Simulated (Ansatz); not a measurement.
**P₂⁺, quartet: the ladder up to full CI**

Geometry: that of the P2, triplet, kept fixed. The doublet lies 1.5 eV lower here.

```xyz
2

P     0.0000    0.0000    0.0000
P     0.0000    0.0000    2.0558
```

Basis 6-31G; Ansatz 0.2.0. Only valence electrons are correlated (noble-gas cores frozen), which leaves 9 electrons in 16 orbitals. R marks a restricted (for open shells ROHF) determinant, U an unrestricted one. Active spaces: valence = (9e, 8o) chosen from the atoms' valence shells.

Full CI is exact within this basis and frozen core; it isn't the basis-set limit. The frozen core follows each run's orbitals, which can shift R against U totals by a few meV.

Coupled cluster chose its determinant by trial CCSD, here up to 0.58 eV above the lowest Hartree–Fock solution of its kind. For open shells CISD and CISDTQ are restricted-active-space CI with the open shells as a complete middle space. The determinant fills πx and πy unequally, so it is a mixture of Σ and Δ, which weighs on every level built on one determinant.

The UHF ⟨S²⟩ is 3.758, the ⟨S²⟩ of the determinant under UCCSD is 4.380 and the T1 diagnostic (RCCSD) is 0.0207. The largest doubles amplitude (RCCSD) is 0.501.

| level | E − E(determinant under the R cluster runs) (eV) |
| --- | --- |
| RCCSD* | -3.1787 |
| RCCSD(T)* | -3.4190 |

(1) Estimate how far full CI in 6-31G lies from RCCSD(T). The table doesn't fix it; the size of (T) and the diagnostics are the guide.

(1) Full CI in 6-31G lies 3.54 kcal/mol below RCCSD(T), which is 64 % of the (T) step (-5.54 kcal/mol). More than one determinant leads, and the rest is a large part of (T). The miss exceeds 1 kcal/mol.

The other levels:

| level | E − E(full CI) (kcal/mol) | share of correlation (%) | wall time |
| --- | --- | --- | --- |
| UHF† | 67.75 | – | 0.33 s |
| BCCD(T)* | 3.44 | 95.83 | 1.2 s |
| RCCSDT* | 0.87 | 98.94 | – |
| CISDTQ | 0.20 | 99.76 | 9.5 s |
| RCCSDT(Q)* | -0.45 | 100.55 | 3.8 s |
| RCCSDTQ* | 0.04 | 99.95 | 25 s |
| CASSCF (valence space) | 18.61 | 77.41 | – |
| NEVPT2 (valence space) | 5.25 | 93.63 | 0.9 s |
| MRCISD (valence space) | 0.55 | 99.33 | – |
| MRCISD+Q (valence space) | 0.16 | 99.81 | 1.5 s |

An asterisk marks runs whose energy the program itself flagged as in doubt. A dagger marks rows that describe another state than the reference (another or a broken symmetry, a higher spin or other natural occupations), so the difference isn't the method's error.

The correlation energy at full CI, counted from the determinant under the R cluster runs, is -3.572 eV. That run took 24 s on 1 thread of Arm Neoverse V2, shared host over 560,032 determinants.

Run but not shown, since their state or frozen core can't be matched to the reference's or they repeat it: RHF, RMP2, UMP2, CISD, UCCSD, UCCSD(T), UCCSDT, UCCSDT(Q), UCCSDTQ.

Times hold each run's SCF and search for its determinant on a shared host, so for small cases they say little of a method's own cost; they ran on 1 thread of Arm Neoverse V2.

More than 5 meV below full CI, which no variational method can be: RCCSDT(Q).

The full-CI state has the irrep B1u of D2h, in the program's axes (one component, if the state is degenerate).

Natural occupations of full CI about the gap: 1.981 1.939 1.404 1.404 1.013 0.594 0.594 0.040 0.006 0.005; effectively unpaired electrons, Σ n²(2−n)², 3.82. No single determinant describes this state well, so single-reference rows can miss without a flag.
